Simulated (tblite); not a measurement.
Species: C3H8OP2.
Geometry (GFN2-xTB, Å), atoms numbered from 1 in this order:
```
atom  x, y, z in Å
C1    -2.5806    0.3445   -0.0738
C2    -1.6305   -0.1326    0.7128
P3     0.0428    0.5262    0.5442
O4     0.1831    1.6377   -0.3941
C5     1.1017   -0.9283    0.1849
P6     2.9030   -0.4556    0.1147
H7    -3.6015   -0.0005   -0.0429
H8    -2.3430    1.1219   -0.7837
H9    -1.8043   -0.9068    1.4458
H10    0.4042    0.8375    1.8586
H11    0.9573   -1.7049    0.9392
H12    0.8070   -1.3354   -0.7881
H13    2.7027    0.6436   -0.7169
H14    2.8575    0.3521    1.2573
```

Calculated harmonic vibrations of the isolated species, GFN2-xTB (tblite), most abundant isotopes, no scaling. Against measured fundamentals such values can be off by several per cent, at times by over 20. Modes of hydrogen on phosphorus can be 10 to 20 % off. One conformer, not necessarily the lowest.

Harmonic wavenumbers (cm⁻¹): 58.1, 81.5, 144.5, 167.7, 201.2, 236.4, 328.3, 449.7, 521.1, 636.7, 679.0, 707.4, 752.7, 828.7, 856.3, 905.2, 915.6, 944.0, 985.3, 1011.7, 1052.2, 1129.2, 1145.5, 1226.5, 1283.7, 1376.6, 1387.9, 1657.2, 2236.4, 2257.9, 2335.6, 2926.2, 2954.7, 3061.9, 3083.2, 3115.0.

A = 5962, B = 1171, C = 1053 MHz; mass 122.005 u (most abundant isotopes); point group C1, symmetry number 1.

**Question.** Zero-point energy?

**Answer.** Half the sum of the wavenumbers: 21820 cm⁻¹ = 62.39 kcal/mol.

**Question.** Entropy at 273.15 K, 1 bar (ideal gas, RRHO, classical rotation)?

**Answer.** Translation 39.90, rotation 27.91, vibration 20.71: S = 88.5 cal/(mol K).

**Question.** And Cp and H(273.15 K) − H(0)?

**Answer.** Cp = 29.68 cal/(mol K), of which vibrations give 21.73 (their classical limit is 36 R = 71.5); H(273.15 K) − H(0) = 5.19 kcal/mol without the zero-point energy, 3.02 from vibrations.

**Question.** Which modes carry the vibrational entropy at 273.15 K?

**Answer.** 58.1 cm⁻¹: 4.35; 81.5 cm⁻¹: 3.68; 144.5 cm⁻¹: 2.58; 167.7 cm⁻¹: 2.30; 201.2 cm⁻¹: 1.96; 236.4 cm⁻¹: 1.68 cal/(mol K); the other 30 give 4.16 together.

**Question.** Blend soft modes into free rotors: weight 1/[1 + (100 cm⁻¹/ν̃)⁴] for the oscillator and the rest for a rotor with moment μB/(μ + B), μ = h/(8π²ν), B = 10⁻⁴⁴ kg m². What vibrational entropy results?

**Answer.** 19.26 cal/(mol K) in place of 20.71, which changes −T·S at 273.15 K by +0.39 kcal/mol.

**Question.** How do the functions run with temperature in this model?

**Answer.** 
```
T (K)  S (cal/(mol K))  Cp (cal/(mol K))  H − H(0) (kcal/mol)  G − H(0) (kcal/mol)  ln q(vib)
  100             66.4              16.7                 1.20                -5.44       1.27
  200             80.2              23.9                 3.23               -12.81       3.35
  300             91.4              31.8                 6.02               -21.40       5.40
  500            110.9              45.0                13.78               -41.69       9.41
  800            134.9              57.0                29.24               -78.71      15.08
 1000            148.2              62.1                41.17              -107.05      18.55
```

q(vib) and H(0) count from the zero-point level.

**Question.** What must be added to the electronic energy to get the Gibbs energy at 273.15 K and 1 bar?

**Answer.** ZPE + [H(273.15 K) − H(0)] − T·S = 62.39 + 5.19 − 24.18 = 43.40 kcal/mol.

Hindered rotation and anharmonicity are outside this model. Other conformers, if any are populated, would add a mixing term that is left out. The structure is chiral; the term R ln 2 for an equal mix with its mirror image is left out.
